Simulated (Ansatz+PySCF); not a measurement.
# singlet CS: levels of theory in one basis

```yaml
atoms:
  - { symbol: C, position_ang: [0.0000, 0.0000, -1.2058] }
  - { symbol: S, position_ang: [0.0000, 0.0000, 0.4522] }
```

Basis set: def2-SVP (spherical functions). Frozen core: 6 orbitals. Charge 0, multiplicity 1.

Computed with Ansatz (development build ahead of 0.2.0); each method stands on the lowest determinant of its kind that the runs found. NEVPT2 correlates all electrons. Active spaces start from the frontier orbitals, and the lowest solution found is given.

```csv
method,E − E(RHF) (eV),<S²> of the determinant
RHF,0.00,0.00
UHF,0.00,0.10
RHF-MP2,-6.83,–
RHF-CCSD,-7.23,–
UHF-CCSD,-7.23,0.10
RHF-CCSD(T),-7.72,–
UHF-CCSD(T),-7.70,0.10
"CASSCF(10,8)",-3.18,–
"SC-NEVPT2(10,8)",-7.14,–
```

**Question.** What does UHF-MP2 give on the same scale?

**Answer.** -6.69 eV.

**Question.** Is a single determinant a sound starting point here?

**Answer.** It is doubtful. Unrestricted orbitals gain 0.00 eV with <S²> 0.10 against 0.00 for a pure state, but the cluster amplitudes or the share of triples are large. The CASSCF(10,8) natural occupations are 2.00, 1.97, 1.96, 1.93, 1.93, 0.09, 0.09, 0.04.

Caution for RHF-MP2, UHF-MP2, RHF-CCSD, UHF-CCSD, RHF-CCSD(T), UHF-CCSD(T): large share of triples, a single reference is doubtful. Caution for UHF-MP2: another reference gives a lower total.
